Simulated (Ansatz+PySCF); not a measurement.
# doublet C₄H₇: levels of theory in one basis

```tsv
atom	x (Å)	y (Å)	z (Å)
C	0.0689	0.0046	-1.5943
C	-0.5272	0.0067	-0.2686
C	0.1590	0.7454	0.9012
C	0.1541	-0.7420	0.8835
H	1.1265	-0.0029	-1.7300
H	-0.5587	-0.0079	-2.4749
H	-1.5982	0.0020	-0.2228
H	-0.4861	1.2583	1.5914
H	1.0904	1.2590	0.6662
H	-0.4951	-1.2650	1.5847
H	1.0886	-1.2556	0.6590
```

Basis set: cc-pVTZ (spherical functions). Left uncorrelated: 4 orbitals. Correlation on ROHF uses semicanonical orbitals with singles. Charge 0, multiplicity 2.

Computed with Ansatz (development build ahead of 0.2.0); each method stands on the lowest determinant of its kind that the runs found.

```
  method  E − E(ROHF) (eV)  <S²> of the determinant
    ROHF              0.00                     0.75
     UHF             -0.15                     0.77
ROHF-MP2            -17.98                        –
 UHF-MP2            -17.95                     0.77
```
